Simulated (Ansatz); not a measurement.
Ansatz input

```yaml
crystal:
  lattice:
    - [-1.3938677001, 1.3938677001, 1.3938677001]
    - [1.3938677001, -1.3938677001, 1.3938677001]
    - [1.3938677001, 1.3938677001, -1.3938677001]
  atoms:
    - { symbol: Cr, position: [0.0, 0.0, 0.0], spin: 1.5 }
hamiltonian:
  xc: lda
  pseudopotentials:
    kind: paw
    azcp:
      Cr: "pseudopotentials/Cr.paw.azcp"
basis:
  ecutwfc: 420
  fft_grid_basis: typed
kpoints:
  mp_grid: { grid: [26, 26, 26], shift: [0, 0, 0] }
magnetization:
  spin_polarized: true
scf:
  occupations: { method: fermi_dirac, width: 0.05 }
```

and its output:

```
Warning: the record states the generating functional pbe (its physics header spells it `PBE`), which answers neither for hamiltonian.xc's functional nor for the lda family's — results may be inconsistent (PPs are generated against a specific XC)
Engine: ansatz 0.2.0, x86_64-unknown-linux-gnu
Pseudopotentials: kind: paw
Pseudopotential: Cr, paw, valence charge 14, recommended cutoff 420 eV (normal) 
Functional definition: SPW92
  exchange = slater_x
  correlation = pw_c
Crystal: 1 atoms, lattice volume = 10.832 Å³
Basis set: ecut = 420 eV, 201 PW (Γ)
Bands: 12, of which v1, the nominal top of the filled ones, is band 7 counted from 1 (6 counted from 0)
Symmetry: 48 space group operations
Space group: Im-3m (ITA 229), of the structure as read, at distance tolerance 2.2e-5 Å
Magnetic group: BNS 229.140 (UNI 1642), of the structure as read, at distance tolerance 2.2e-5 Å
k-points: 511 of 17576
Non-local potential: Cr, projectors of the file, l = 0: 3, l = 1: 2, l = 2: 3, l = 3: 1
PAW form: soft (Blöchl's): semilocal exchange-correlation on the pseudo side does not see the compensation charge
PAW frozen core: Cr, regenerated for the run's functional, and the local potential with it (the file was generated under x = pbe(κ = 0.804, μ = 0.2195149727645171), c = pbe(β = 0.06672455060314922))
PAW one-centre angular grid: Cr, 590 points (default); XC on 64 Gauss nodes
Initial density: superposition of atomic densities (chi_scale 0.1, normalization cell)
Starting moments: Σ|m| = 1.5 μB on 1 of 1 site
Initial wavefunctions: pseudopotential atomic-orbital guess
Functional: x = slater, c = lda
SCF iter   1: F=—  HF=-3326.352890 eV  |F-HF|=—  |Δ(HF+E_count)|=         —  Δρ=2.47e-1 (↑2.47e-1 ↓7.66e-2)  dr2=6.08e0  dr2_m=1.56e0  M=0.048 μB ∫|m|=0.051 μB  β_m=0.30  ethr=3.10e-3  ⟨swp⟩=3.9  Hψ=57160  notcnv=0
Mixer restart at iter 1: flushing history
SCF iter   2: F=—  HF=-3323.344021 eV  |F-HF|=—  |Δ(HF+E_count)|=    3.01e0  Δρ=1.06e-1 (↑1.06e-1 ↓7.35e-2)  dr2=2.86e-1  dr2_m=7.29e-1  M=0.070 μB ∫|m|=0.071 μB  β_m=0.37  ethr=3.10e-3  ⟨swp⟩=2.1  Hψ=32393  notcnv=0  defer=503
SCF iter   3: F=—  HF=-3323.087480 eV  |F-HF|=—  |Δ(HF+E_count)|=   2.57e-1  Δρ=4.91e-2 (↑4.63e-2 ↓4.91e-2)  dr2=1.57e-2  dr2_m=2.13e-1  M=0.048 μB ∫|m|=0.048 μB  β_m=0.59  ethr=2.04e-3  ⟨swp⟩=2.1  Hψ=20487  notcnv=0  defer=395
SCF iter   4: F=—  HF=-3323.068391 eV  |F-HF|=—  |Δ(HF+E_count)|=   1.91e-2  Δρ=2.60e-3 (↑2.44e-3 ↓2.60e-3)  dr2=5.68e-4  dr2_m=4.20e-4  M=0.005 μB ∫|m|=0.006 μB  β_m=0.79  ethr=1.12e-4  ⟨swp⟩=2.0  Hψ=23509  notcnv=0  defer=393
SCF iter   5: F=—  HF=-3323.069132 eV  |F-HF|=—  |Δ(HF+E_count)|=   7.42e-4  Δρ=1.20e-3 (↑1.20e-3 ↓1.09e-3)  dr2=4.27e-4  dr2_m=2.00e-6  M=0.001 μB ∫|m|=0.001 μB  β_m=0.80  ethr=4.06e-6  ⟨swp⟩=2.0  Hψ=21419  notcnv=0  defer=393
SCF iter   6: F=—  HF=-3323.069039 eV  |F-HF|=—  |Δ(HF+E_count)|=   9.29e-5  Δρ=7.32e-5 (↑4.58e-5 ↓7.32e-5)  dr2=3.23e-7  dr2_m=1.80e-7  M=0.000 μB ∫|m|=0.000 μB  β_m=0.88  ethr=3.05e-6  ⟨swp⟩=2.5  Hψ=17523  notcnv=0  defer=393
SCF iter   7: F=—  HF=-3323.069040 eV  |F-HF|=—  |Δ(HF+E_count)|=   6.90e-7  Δρ=2.89e-5 (↑2.23e-5 ↓2.89e-5)  dr2=1.97e-7  dr2_m=8.03e-9  M=0.000 μB ∫|m|=0.000 μB  β_m=0.91  ethr=2.31e-9  ⟨swp⟩=2.0  Hψ=18978  notcnv=0  defer=393
SCF iter   8: F=—  HF=-3323.069040 eV  |F-HF|=—  |Δ(HF+E_count)|=   3.42e-8  Δρ=6.68e-6 (↑6.18e-6 ↓6.68e-6)  dr2=1.30e-8  dr2_m=2.53e-10  M=0.000 μB ∫|m|=0.000 μB  β_m=0.96  ethr=1.40e-9  ⟨swp⟩=2.5  Hψ=16655  notcnv=0  defer=393
SCF iter   9: F=—  HF=-3323.069040 eV  |F-HF|=—  |Δ(HF+E_count)|=  9.87e-10  Δρ=6.69e-7 (↑6.69e-7 ↓5.49e-7)  dr2=1.25e-10  dr2_m=1.81e-12  M=0.000 μB ∫|m|=0.000 μB  β_m=0.98  ethr=9.25e-11  ⟨swp⟩=2.5  Hψ=17676  notcnv=0  defer=393
SCF iter  10: F=-3323.069040 eV  HF=-3323.069040 eV  |F-HF|=0.00e0  |Δ(HF+E_count)|=  1.18e-11  Δρ=3.72e-8 (↑3.72e-8 ↓2.06e-8)  dr2=2.85e-13  dr2_m=9.27e-15  M=0.000 μB ∫|m|=0.000 μB  ethr=1.00e-12  ⟨swp⟩=1.0  Hψ=34051  notcnv=0
SCF 1 converged in 10 iterations: F = -3323.069040 eV  dr2 = 2.85e-13
WARN: the starting moments were not kept: the SCF closed with an absolute magnetisation of 4.8e-8 μB, where they sum to 1.5 μB in size (1 site). That is at most 0.1 of that sum. Measured as dr2_m measures the in/out step, that magnetisation stands 9.7e-16 eV from none, at or under the dr2_threshold of 1.0e-7 eV: it is no larger than a step whose dr2_m would equal this threshold. The system may hold no moment; this SCF shows only that its start led to no more than that. To try another start: raise the starting moments (crystal.atoms[].spin, magnetization.per_species, magnetization.initial_magnetization, or on a non-collinear deck that types none of these the spinor_matrix: blocks that start its atoms; where the total moment is fixed, keep their sum and leave initial_magnetization as it is; typed ones take the place of any that the run laid by itself, positive ones on a crystal's lanthanoids without a Hubbard term where scf.initial_density.shell_occupations: [] is typed) or, if the notice of its spin-set hold's release reads "site moments contracting" or "site moments show no strong build", lengthen the hold (scf.mixing.spin_hold: { on: { confirm: 4 } }; for m-r²SCAN on two components see the key's manual first). Each may lead to a state that holds a moment. A second SCF, from the converged charge density, with the starting moments and any scf.initial_density.shell_occupations laid on it anew, would have followed, and was not run: the deck does not ask for one (magnetization.retry_lost_moments is false, the default). To let it run, set magnetization.retry_lost_moments: true and run the deck again, where that key's refused combinations let it; where memory then withholds it, that run's warning says so.
SCF converged after 10 iterations
Magnetization: 0.0000 μB (7.0000 up, 7.0000 down)
Absolute magnetization: 0.0000 μB (∫|ρ↑−ρ↓|, with the PAW one-centre terms)
Spin contamination: 0.0000 ħ² per cell (⟨S²⟩ above its minimum at these occupations)
Per-site moments (μB) at R_I (Å): [(-1.1129895273549369e-8, 0.9958779911859811)]
Free energy (F): -3323.069040 eV
Harris-Foulkes:  -3323.069040 eV  (|F-HF|=0.00e0)
Internal energy: -3323.062898 eV  (E = F + TS)
E sigma→0 (E₀):  -3323.065969 eV
Entropy (-TS):   -0.006142 eV (-6.142 meV/atom)
Fermi energy:    20.585222 eV
--- Per-component energies (eV) ---
  E_band       = -126.263611
  E_kinetic    = 345.641608
  E_local      = -1123.463302  (includes V_loc(G=0)·N_el)
  E_nonlocal   = 83.677551
  E_hartree    = 494.110155
  E_xc         = -139.958175
  E_vxc        = -179.559266  (∫ρ·V_xc dr)
  E_paw        = -1141.238453  (= ΣΔE_a)
  E_vpaw       = -240.780804  (= ΣTr[D̂ρ^β])
  E_aug_tail   = 0.000314  (compensation charges beyond the density's cutoff)
  E_ewald      = -1842.197723
  E_core_change = 0.365125  (= ΣΔE_core)
  E_smearing   = -0.006142  (= −TS)
  E_closure    = 0.000000  (closes the sum)
  Σ components = -3323.069040   (vs F -3323.069040, Δ=0.00e0)
```
